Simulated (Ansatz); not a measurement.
# CHSi+ (singlet): the correlation ladder, 6-31G

One table from this session's results is given with a row withheld; the runs are named, their logs left out.

Program: Ansatz 0.2.0, Gaussian basis. Level of theory: 6-31G, core rule «outside noble gas», up to 6 orbitals frozen. These are calculated values, not measurements.

To be run: UHF; CCSD(T) on RHF; CCSD(T) on UHF; BCCD(T) on RHF; CISD; CCSDT(Q) on RHF; CCSDT(Q) on UHF; CISDTQ; CCSDTQ on RHF; CCSDTQ on UHF; CASSCF and MRCISD+Q, 8 electrons in 9 orbitals; CASSCF and NEVPT2, 8 electrons in 9 orbitals; Full CI.

14 further runs of the same task are left out: 6 that didn't finish, 8 set aside as unsound or not needed.

**The geometry**

The geometry is a PBE0/def2-TZVP stationary point (not a proven minimum) of the parent state, kept for this charge and spin.

3 atoms, charge 1, spin multiplicity 1.

Atoms are counted from 1 here; the program's logs count them from 0.

Bond lengths: Si1–C2 1.726 Å, Si1–H3 1.500 Å. Angles: C2–Si1–H3 180.0°.

The first run:

Contents of in.yaml:

```yaml
crystal:
  periodic: [false, false, false]
  atoms:
    - {symbol: Si, position_ang: [0.000000, 0.000000, 0.075579]}
    - {symbol: C, position_ang: [0.000000, 0.000000, -1.650691]}
    - {symbol: H, position_ang: [0.000000, 0.000000, 1.575112]}
basis:
  gaussian: {orbitals: 6-31G}
total_charge: 1
magnetization: {spin_polarized: true, initial_magnetization: 0}
hamiltonian: {xc: hf}
output: {orbitals: {seedname: orbitals}}
```

Run with:

```
ansatz run in.yaml --threads 1 --pin off --events-out ev --progress --plain --max-ram 2393MiB
```

Steps of the session up to this table: UHF; CCSD(T) on RHF; CCSD(T) on UHF; BCCD(T) on RHF; CISD; CCSDT(Q) on RHF; CCSDT(Q) on UHF; CISDTQ; CCSDTQ on RHF; CCSDTQ on UHF; CASSCF and MRCISD+Q, 8 electrons in 9 orbitals; CASSCF and NEVPT2, 8 electrons in 9 orbitals; Full CI.

One table of the session follows, with a row left open; its other results are not shown here.

It belongs to the step «Misses and costs». 

```
          method  from FCI (kcal/mol)
             RHF              +100.69
            RMP2               +26.80
            CISD               +13.51
           RCCSD                +5.99
        RCCSD(T)                +2.33
         BCCD(T)                +2.42
          RCCSDT                +1.60
          CISDTQ                +1.34
       RCCSDT(Q)                +0.87
         RCCSDTQ                +0.15
  CASSCF valence               +18.37
  NEVPT2 valence                +4.73
  MRCISD valence                +0.40
MRCISD+Q valence                    ?
             FCI                    0
```

**Question.** Estimate the row for MRCISD+Q valence.

As computed: from FCI (kcal/mol): +0.10. In the column «from FCI (kcal/mol)» it lies between FCI (0) and RCCSDTQ (+0.15).

Left out of the table: UHF, UMP2, UCCSD, UCCSD(T), UCCSDT, UCCSDT(Q), UCCSDTQ (another determinant or state than the rows shown).

Limits of these values: The report flags that the cluster equations may have other roots. The program flags RCCSDTQ as in doubt, so those rows may rest on another solution; read them beside their warnings.
